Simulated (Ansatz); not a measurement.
System: 1T (CdI2-type) PdTe₂. Method: BLYP (PAW; Ansatz, a program for electronic structure).

Run with plane-wave cutoff 520 eV, 18×18×12 k mesh (along the axes of the cell as run), Fermi–Dirac smearing 0.05 eV, scalar-relativistic PAW data made under PBE.

A third-order Birch–Murnaghan fit to the energies gives V0 = 28.326 Å³/atom, B0 = 21.3 GPa, B′ = 17.9.

```json
[
 {"V (Å³/atom)": "27.189", "P (GPa)": "…"},
 {"V (Å³/atom)": "27.756", "P (GPa)": "…"},
 {"V (Å³/atom)": "28.322", "P (GPa)": "0.001"},
 {"V (Å³/atom)": "28.888", "P (GPa)": "…"},
 {"V (Å³/atom)": "29.455", "P (GPa)": "-0.560"}
]
```

Question: Estimate the withheld pressures from this fit; the answers are the runs' own values.

Answer: 
- 27.189, P (GPa): 1.217
- 27.756, P (GPa): 0.524
- 28.888, P (GPa): -0.364

The formula P = (3/2) B0 (x^(7/3) − x^(5/3)) [1 + (3/4)(B′ − 4)(x^(2/3) − 1)] with x = V0/V meets the computed pressures within 0.02 GPa when these rounded values are put in.

Shape and atoms are relaxed at each volume.

Note: for a layered or molecular solid the relaxed cell lies over 5 % above the published volume, where the minimum can be shallow; the cell comes from a level without a dispersion term, which matters for the spacing of layers, chains or molecules; the volume lies 17 % above that of the published cell; the bulk modulus comes from volumes at which shape and atoms were relaxed.

Spin–orbit coupling is not included; it can open a gap where bands touch, and shift volumes and moduli.

Static lattice: no zero-point or thermal effects.
